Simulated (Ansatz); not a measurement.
Calculated with Ansatz (gas phase, PBE0-D4/def2-TZVP geometries, no zero-point term in ΔE). CCSD(T)/CBS is extrapolated from def2-TZVPP and def2-QZVPP, frozen cores. DFT in def2-TZVPP. Open shells (•) are unrestricted, without spin–orbit coupling.

Consider the hydrogen abstraction from the Al–H bond: `[F][AlH2]` + H• → `[F][AlH]`• + H₂.

| level | ΔE (kcal/mol) |
| --- | --- |
| BLYP-D4 | -24.6 |
| PBE0-D4 | -21.2 |
| MP2/def2-SVP | -15.0 |
| HF/def2-QZVPP | -15.3 |

What does CCSD(T)/CBS give? (An estimate is asked.)

The calculation gave: -20.7 kcal/mol. The listed levels differ from it by -3.9, -0.5, 5.7, 5.4 kcal/mol.

Largest T1 diagnostic among the species: 0.016.

In def2-TZVPP, CCSD(T) changes the Hartree–Fock value by −5.4 kcal/mol (the triples alone add −0.1 kcal/mol) and MP2 by −3.7 kcal/mol. At CCSD(T), def2-SVP lies +3.6 kcal/mol from the extrapolated value and def2-TZVPP +0.2 kcal/mol.
